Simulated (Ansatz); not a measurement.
# BH6N: the cost of one run

Method: the levels named in each step, in Ansatz 0.2.0.

### 1 The structure to begin with

Bond lengths: B1–N2 1.658 Å, B1–H3 1.191 Å, B1–H4 1.191 Å, B1–H5 1.191 Å, N2–H6 1.013 Å, N2–H7 1.013 Å, N2–H8 1.013 Å. Angles: B1–N2–H6 108.6°, B1–N2–H7 108.6°, B1–N2–H8 108.6°, H6–N2–H7 110.3°, H6–N2–H8 110.3°, H7–N2–H8 110.3°, N2–B1–H3 105.6°, N2–B1–H4 105.6°, N2–B1–H5 105.6°, H3–B1–H4 113.1°, H3–B1–H5 113.1°, H4–B1–H5 113.1°.

Coordinates:

```xyz
8

B    -0.9070    0.1212   -0.0227
N     0.7362   -0.0984    0.0184
H    -1.3104   -0.6386   -0.8461
H    -1.0699    1.2621   -0.3214
H    -1.2909   -0.1334    1.0754
H     0.9271   -1.0605    0.2710
H     1.1288    0.5312    0.7079
H     1.1122    0.1060   -0.8996
```

### 2 A rough first relaxation, PBE-D4/def2-SVP

Contents of input.yaml:

```yaml
crystal:
  periodic: [false, false, false]
  atoms:
    - { symbol: B, position_ang: [-0.90695, 0.12121, -0.02268] }
    - { symbol: "N", position_ang: [0.73622, -0.09837, 0.01835] }
    - { symbol: H, position_ang: [-1.31036, -0.63858, -0.84611] }
    - { symbol: H, position_ang: [-1.06986, 1.26208, -0.32139] }
    - { symbol: H, position_ang: [-1.29094, -0.13343, 1.07536] }
    - { symbol: H, position_ang: [0.92711, -1.0605, 0.27099] }
    - { symbol: H, position_ang: [1.12884, 0.53125, 0.7079] }
    - { symbol: H, position_ang: [1.11224, 0.10597, -0.89962] }
magnetization:
  spin_polarized: true
  initial_magnetization: 1
total_charge: 1
basis:
  gaussian: { orbitals: def2-SVP }
hamiltonian:
  xc: pbe
  dispersion: d4
relax:
  f_tol: 0.03
  max_steps: 200
```

Command:

```bash
$ ansatz run input.yaml --threads 4 --pin off --max-ram 10240MiB --backend cpu --events-out ev --progress --plain --runs-dir out
```

**Question.** How long does this run take on 4 threads of Intel Xeon at 2.50GHz (Skylake/Cascade Lake), shared host, and how much memory does it need?

About 30 s, with a peak of 0.14 GiB.
